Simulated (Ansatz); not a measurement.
A calculation with Ansatz (development build ahead of 0.2.0).

```yaml
crystal:
  periodic: [false, false, false]
  atoms:
    - { symbol: P, position_ang: [0.0, 0.0, -0.82656] }
    - { symbol: O, position_ang: [0.0, 0.0, 0.82656] }
basis:
  gaussian: { orbitals: "6-31G" }
magnetization:
  spin_polarized: true
  initial_magnetization: 1
hamiltonian:
  xc: hf
correlation:
  method: ccsd_t
  frozen_orbitals: { O: 1, P: 5 }
```

The input is written out in the form of the current development build from the run's settings.

The run gave:

```json
{"Converged": "yes", "Reference energy": "-415.48012 hartree", "Correlation energy": "-0.18407 hartree", "Total energy": "-415.66419 hartree"}
```
